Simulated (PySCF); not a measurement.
**Checking a proposed structure**

A compound C$_{5}$H$_{10}$O gives the data below (simulated from a calculation) and was assigned the structure `CC(=O)C(C)C`.

¹³C{¹H} NMR (computed): δ 215.4 (C), 39.7 (CH2, 2C), 9.5 (CH3, 2C).

¹H NMR (400 MHz, computed): δ 2.35 (q, 4H), 1.10 (t, 6H).

Equivalent nuclei averaged, relativity neglected, gas phase, one computed conformer. Geometry: GFN2-xTB; shielding tensors at PBE0/pcSseg-1 (GIAO); PySCF 2.14.0 with density-fitted response routines.

δ = σ(ref) − σ, references computed at the same level: TMS for ¹H, ¹³C.

Problem. Compare with the shifts computed for the proposed structure, pairing carbons in order of shift.

Solution. Atoms are numbered as in `[CH3:1][C:2](=[O:3])[CH:4]([CH3:5])[CH3:6]`. Hydrogens are named by the atom that carries them.

```csv
atom,computed for proposal,given list,difference
C2,217.1,215.4,+1.7
C4,43.9,39.7,+4.2
C1,31.5,39.7,-8.2
C5,20.7,9.5,+11.2
C6,20.7,9.5,+11.2
```

The rms difference is 8.2 ppm and the largest +11.2 ppm at C5 (methyl carbon). The proposal also would give 4 carbon signals, not 3. The carbon types in order of shift don't match either: C, CH, CH3, CH3, CH3 for the proposal against C, CH2, CH2, CH3, CH3 in the data. The proposal doesn't fit.

Problem. Which isomer fits?

Solution. SMILES CCC(=O)CC.

1. Carbon types of the structure: 1 × C, 2 × CH2, 2 × CH3, which accounts for all hydrogens.
2. δC 215.4: ketone carbonyl carbon; the double bond to the heteroatom, with no lone-pair donor beside it, deshields it most.
3. δC 39.7: sp3 CH2 α to a carbonyl; α to the electron-withdrawing carbonyl group.
4. δC 9.5: methyl carbon; a saturated carbon with 1 carbon neighbour and no heteroatom attached.
5. δH 2.35: hydrogen on an sp3 CH2 α to a carbonyl; α to C=O.

The shifts were computed for this structure.

Shifts are as computed. Against solution values, carbons near 30 ppm lie about +3 ppm off and those near 130 ppm about +5 ppm. Of 246 compounds with measured shifts, 49 miss one by over three times the rms of a fit or turn the order of signals round; such compounds aren't used in these exercises. No couplings were computed; multiplicities are counted from neighbouring protons, with m where these are inequivalent, close in shift, in a saturated or five-membered ring or joined by F or P, and br s for small geminal =CH2 splittings.
